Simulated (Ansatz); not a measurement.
Relaxation of C₃H₅ClOS (11 atoms, charge 0, multiplicity 1), to a largest force component of 0.02 eV/Å in at most 40 steps.

Theory: RKS PBE-D4/STO-3G (Ansatz 0.2.0).

```xyz
11
Properties=species:S:1:pos:R:3
C -0.643 -1.143 1.704
S 0.592 -0.009 1.051
C 0.063 0.063 -0.655
O -0.718 -0.650 -1.085
C 0.844 1.060 -1.500
Cl -0.006 2.639 -1.428
H -0.612 -2.077 1.216
H -1.643 -0.647 1.522
H -0.543 -1.216 2.810
H 1.873 1.203 -1.115
H 0.859 0.720 -2.498
```

Task: Where does it end, and by what steps?

Result: The run converged. Limits of this set-up: minimal basis. After 7 steps the energy has fallen by 1.149 eV; Cl6 moved furthest, 0.27 Å. The start is strongly strained (largest force component 10 eV/Å).

| step | energy less start (eV) | largest force component (eV/Å) | accepted |
| --- | --- | --- | --- |
| 0 | 0.0000 | 10.126 | yes |
| 1 | -1.0630 | 0.861 | yes |
| 2 | -0.9871 | 2.768 | no |
| 3 | -1.1256 | 0.520 | yes |
| 4 | -1.1410 | 0.259 | yes |
| 5 | -1.1470 | 0.129 | yes |
| 6 | -1.1490 | 0.049 | yes |
| 7 | -1.1493 | 0.018 | yes |

```xyz
11
Properties=species:S:1:pos:R:3
C -0.678 -1.107 1.728
S 0.472 0.180 1.116
C 0.049 0.033 -0.636
O -0.786 -0.778 -1.125
C 0.860 1.058 -1.517
Cl 0.195 2.780 -1.319
H -0.450 -2.093 1.280
H -1.727 -0.851 1.487
H -0.567 -1.175 2.825
H 1.933 1.100 -1.226
H 0.763 0.796 -2.593
```

Run time: 20 s on 1 thread of Arm Neoverse V2 (shared host), peak memory 0.14 GiB.
